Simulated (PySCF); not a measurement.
C₅H₁₀S.
Geometry (GFN2-xTB, Å), atoms numbered from 1 in this order:
```xyz
16
C5H10S angstrom
C      2.386    0.223    0.637
S      1.408    0.217   -0.894
C      0.089   -0.881   -0.365
C     -1.231   -0.807   -1.068
C     -1.120   -0.352    0.356
C     -1.256    1.113    0.680
H      2.711   -0.789    0.860
H      3.245    0.861    0.460
H      1.785    0.620    1.450
H      0.473   -1.857   -0.092
H     -1.743   -1.729   -1.299
H     -1.342   -0.044   -1.824
H     -1.535   -1.010    1.113
H     -2.304    1.407    0.660
H     -0.861    1.327    1.672
H     -0.713    1.711   -0.049
```

Method: TDDFT PBE0/def2-SVPD, vertical, gas phase, core orbitals frozen in the response (PySCF 2.14.0, density-fitted response routines).

Computed states:

| state | E (eV) | f |
| --- | --- | --- |
| S1 | 5.32 | 0.0016 |
| S2 | 5.94 | 0.019 |
| S3 | 6.25 | 0.024 |
| S4 | 6.60 | 0.012 |
| S5 | 6.66 | 0.0098 |
| S6 | 7.09 | 0.0077 |
| S7 | 7.25 | 0.0054 |
| S8 | 7.55 | 0.017 |

Each state is given a Gaussian of 0.4 eV full width at half maximum, with ε(max) = 2.175×10⁸ f / Δν̃ (Δν̃ the width in cm⁻¹). The width is an assumption, not a result. The curve ends short of the highest state used, and states not computed would add to its high-energy end.

(1) Give the broadened spectrum and its maxima.

(2) Coming from long wavelengths, where does ε first pass 100 L mol⁻¹ cm⁻¹?

(3) On this curve, what absorbance would a 10⁻³ mol/L sample give at 193 nm over a 1 cm path?

## Answers

(1) 
E (eV), ε (L mol⁻¹ cm⁻¹) and a bar:
```
     4.72          0 
     4.77          1 
     4.82          2 
     4.87          3 
     4.92          7 
     4.98         15 
     5.03         26 
     5.08         41 #
     5.13         59 #
     5.18         77 #
     5.23         94 #
     5.29        106 ##
     5.34        108 ##
     5.39        104 ##
     5.44         98 #
     5.49        101 ##
     5.55        133 ##
     5.60        200 ###
     5.65        318 #####
     5.70        492 #######
     5.75        717 ###########
     5.81       1026 ###############
     5.86       1280 ###################
     5.91       1500 ######################
     5.96       1670 #########################
     6.01       1793 ###########################
     6.06       1883 ############################
     6.12       1962 #############################
     6.17       2004 ##############################
     6.22       2010 ##############################
     6.27       1970 #############################
     6.32       1890 ############################
     6.38       1778 ###########################
     6.43       1708 #########################
     6.48       1678 #########################
     6.53       1677 #########################
     6.58       1671 #########################
     6.64       1605 ########################
     6.69       1476 ######################
     6.74       1291 ###################
     6.79       1085 ################
     6.84        900 #############
     6.89        773 ############
     6.95        713 ###########
```

Maxima: 233 nm (5.33 eV), ε about 110, made up of S1 (98%); 200 nm (6.20 eV), ε about 2000, made up of S2 (20%) and S3 (76%); 189 nm (6.55 eV), ε about 1700, made up of S3 (21%), S4 (47%) and S5 (31%) (hardly more than a shoulder) (ε in L mol⁻¹ cm⁻¹; maxima over ε = 5, shares over 10%).

(2) At about 236 nm (5.25 eV), 0.06 eV below S1.

(3) 193 nm is 6.424 eV, where ε is about 1700 L mol⁻¹ cm⁻¹, so A = ε c l ≈ 1.7 (Beer–Lambert, with the gas-phase spectrum and the assumed width).

One conformer stands for the species.
